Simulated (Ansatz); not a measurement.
Basis-set extrapolation for `CC(C)(O)Cl` (PBE0-D4/def2-TZVP geometry, frozen core, Ansatz 0.2.0). Multiplicity 1, RHF reference.

|  | def2-TZVPP | def2-QZVPP |
| --- | --- | --- |
| HF | -652.140346 | -652.162168 |
| MP2 correlation | -0.957874 | -1.030621 |
| CCSD(T) correlation | -1.044866 | not run |

Energies in hartree. Use E(X) = E(∞) + A·exp(−7.88·√X) for Hartree–Fock and E(X) = E(∞) + B·X^(−2.97) for correlation, with X = 3 and 4, and add CCSD(T) minus MP2 of the smaller set to the MP2 limit.

Question: What is the CCSD(T) energy at the basis-set limit?

Answer: HF limit: -652.162168 + (-0.021822) × 0.13774 = -652.16517. MP2 limit: -1.030621 + (-0.072747) × 0.74074 = -1.08451. Higher-order term: -1.044866 − (-0.957874) = -0.08699. Total: -653.33667 hartree, 95.0 kcal/mol below CCSD(T)/def2-TZVPP.
